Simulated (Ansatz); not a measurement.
AlGe, quartet: reading a ladder of total energies

Geometry: a point of a stretch scan, not a stationary point.

```tsv
atom	x (Å)	y (Å)	z (Å)
Ge	0.0000	0.0000	0.0000
Al	0.0000	0.0000	6.7320
```

Basis aug-cc-pVDZ; Ansatz 0.2.0. Only valence electrons are correlated (noble-gas cores and the filled d shells of p-block atoms frozen), which leaves 7 electrons in 44 orbitals. R marks a restricted (for open shells ROHF) determinant. No spin–orbit coupling is included, and no scalar relativity.

Full CI is exact within this basis and frozen core; it isn't the basis-set limit.

Runs differ by some tens of microhartree through their thresholds and, for an open shell, their frozen cores, so steps under 0.03 kcal/mol mean nothing.

```csv
level,total energy (hartree)
RHF,-2317.160222
RMP2,-2317.239454
RCCSD,-2317.272528
RCCSD(T),-2317.274498
RCCSDT,-2317.275306
RCCSDT(Q),-2317.275349
RCCSDTQ,-2317.275443
full CI,-2317.275471
```

Q: What is the correlation energy at full CI, and what share of it do RMP2 and RCCSD(T) recover?

A: E(corr) = -2317.275471 − (-2317.160222) = -0.115249 hartree = -3.136 eV. RMP2: -0.079232 / -0.115249 = 68.75 %. RCCSD(T): -0.114276 / -0.115249 = 99.16 %.

Q: By how many kcal/mol does RCCSD(T) miss full CI (1 hartree = 627.509 kcal/mol), and which steps make up the rest?

A: -2317.274498 − (-2317.275471) = 0.000973 hartree = 0.61 kcal/mol. Steps: RCCSDT − RCCSD(T) = -0.51, RCCSDT(Q) − RCCSDT = -0.03, RCCSDTQ − RCCSDT(Q) = -0.06, full CI − RCCSDTQ = -0.02 kcal/mol. That is within 1 kcal/mol of the reference in this basis, which itself misses far more of the correlation at the basis-set limit.
